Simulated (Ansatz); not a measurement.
C₅H₈O, SMILES `C#CCOCC`, charge 0, multiplicity 1.

**Question.** Give a relaxed structure at PBE0-D4/def2-TZVP (Ansatz). (Estimate.)

**Answer.** Computed: 
```xyz
14

C    -0.856    1.548    2.405
C    -0.903    1.403    1.214
C    -0.958    1.226   -0.236
O     0.141    0.537   -0.767
C     0.199   -0.816   -0.366
C     1.400   -1.452   -1.016
H    -0.812    1.680    3.460
H    -0.971    2.207   -0.718
H    -1.900    0.718   -0.496
H    -0.726   -1.329   -0.669
H     0.268   -0.880    0.728
H     1.472   -2.503   -0.730
H     1.329   -1.392   -2.104
H     2.316   -0.946   -0.704
```
This is one stationary point; other conformers may exist.
